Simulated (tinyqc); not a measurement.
Pariser-Parr-Pople SCF with singles CI, for the molecule C=CC=C[CH2+] (SMILES; centres numbered as the heavy atoms are written), step by step. One step of it, computed by the program tinyqc.

Question. PPP integrals. Mataga-Nishimoto: gamma = 14.399645/(R + a), a = 2 x 14.399645/(gamma_rr + gamma_ss); H_rr = -W_r - sum_(s != r) z_s gamma_rs; H_rs = beta for bonds.

Centres (angstrom, eV; a flat drawing with bonds scaled to 1.40 angstrom):
```
centre,x,y,core charge z,W,gamma_rr
1C,-2.425000,-0.280000,1,12.630000,11.200000
2C,-1.212000,0.420000,1,12.630000,11.200000
3C,0.000000,-0.280000,1,12.630000,11.200000
4C,1.212000,0.420000,1,12.630000,11.200000
5C,2.425000,-0.280000,1,12.630000,11.200000
```

Resonance integrals (eV):
```
i,j,beta
1,2,-2.390000
2,3,-2.390000
3,4,-2.390000
4,5,-2.390000
```

Give: repulsion gamma_rs; core matrix H.

Answer.

repulsion gamma_rs (eV), lower triangle:
```
,1C,2C,3C,4C,5C
1C,11.2000
2C,5.3607,11.2000
3C,3.8806,5.3624,11.2000
4C,2.8860,3.8816,5.3624,11.2000
5C,2.3469,2.8860,3.8806,5.3607,11.2000
```

core matrix H (eV), lower triangle:
```
,1C,2C,3C,4C,5C
1C,-27.1041
2C,-2.3900,-30.1207
3C,0.0000,-2.3900,-31.1160
4C,0.0000,0.0000,-2.3900,-30.1207
5C,0.0000,0.0000,0.0000,-2.3900,-27.1041
```
